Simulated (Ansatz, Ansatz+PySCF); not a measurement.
| atom | x (Å) | y (Å) | z (Å) |
| --- | --- | --- | --- |
| F | 0.0000 | 0.0000 | -0.7433 |
| F | 0.0000 | 0.0000 | 0.7433 |

RHF-MP2 on singlet F2 was run in several spherical basis sets with Ansatz (development build ahead of 0.2.0). Frozen core: 2 orbitals. Caution for RHF-MP2: an unrestricted determinant lies well below; bonds are stretched, where a single reference can fail; in another basis set an unrestricted determinant lies well below.

(1) Rank the basis sets by the total energy that they give, lowest first, with the distance from the lowest.
A. cc-pVTZ
B. def2-TZVP
C. def2-SVP
D. 6-31G(d)
E. cc-pVDZ

Answers

(1) B (0.00 eV), A (0.23 eV), E (5.47 eV), D (6.84 eV), C (10.46 eV).

Totals follow the description of the cores as much as that of the bonds, so this order isn't one of quality for chemistry.
